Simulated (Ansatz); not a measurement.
Cost and result for the atomization energy of C4H3S (`[c]1ccsc1`) radical (8 atoms, 8 bonds).

Charge 0, multiplicity 2. All single points use the PBE0-D4/def2-TZVP geometry. Program: Ansatz. All runs use 4 threads of an Arm Neoverse V2 on a shared host. Times are those of one run each, without the atoms' runs, and a repeat can differ threefold. Electronic energies, without spin–orbit coupling; frozen cores. CCSD(T)/CBS adds CCSD(T) − MP2 in def2-TZVPP to the MP2 limit, and its time is that of the two runs behind it. T1 = 0.041; ⟨S²⟩ of the reference is 1.09. HSE06 is the plane-wave form, built on full-range PBE exchange.

CCSD(T)/CBS is a level of theory with its own doubt, some kJ/mol a heavy atom from the limit and from the frozen cores, so smaller differences don't rank the functionals.

```
                           level  functions  wall time  atomization (kJ/mol)  difference from CCSD(T)/CBS  per bond
          LDA (SPW92)/def2-TZVPP        208      1.7 s                4152.8                        651.4      81.4
              BLYP-D4/def2-TZVPP        208      2.6 s                3540.8                         39.4       4.9
              PBE0-D4/def2-TZVPP        208      4.2 s                3607.4                        106.0      13.2
         CAM-B3LYP-D4/def2-TZVPP        208      4.6 s                3522.6                         21.2       2.6
             HSE06-D4/def2-TZVPP        208      4.9 s                3611.1                        109.7      13.7
               B2PLYP/def2-TZVPP        208        6 s                3492.2                         -9.2      -1.2
                CCSD(T)/def2-SVP         89      7.5 s                3338.2                       -163.2     -20.4
             PBE-QIDH/def2-TZVPP        208      8.5 s                3550.3                         48.9       6.1
               B97M-V/def2-TZVPP        208       12 s                3557.3                         55.9       7.0
ωB97M-V/def2-TZVPP (with forces)        208       13 s                3533.1                         31.7       4.0
                  MP2/def2-QZVPP        388       47 s                3533.8                         32.4       4.1
              CCSD(T)/def2-TZVPP        208    3.5 min                3405.7                        -95.7     -12.0
               CCSD(T)/CBS(def2)          –    4.3 min                3501.4                          0.0       0.0
```

The D4 term adds +33.9 kJ/mol with B3LYP and +17.2 kJ/mol with PBE0; it sums over pairs of atoms, weighted by their polarisabilities, and B3LYP, whose exchange is more repulsive, gets the larger term. In def2-TZVPP, CCSD(T) changes the Hartree–Fock value by +889.3 kJ/mol (the triples alone add +85.0 kJ/mol) and MP2 by +961.1 kJ/mol; breaking electron pairs costs correlation energy, which Hartree–Fock lacks. At CCSD(T), def2-SVP lies −163.2 kJ/mol from the extrapolated value and def2-TZVPP −95.7 kJ/mol: correlation converges slowly with the basis, and small sets miss more of it in the bonded molecule than in its fragments.

B3LYP here is the variant with VWN-RPA as its local correlation; programs differ in this.
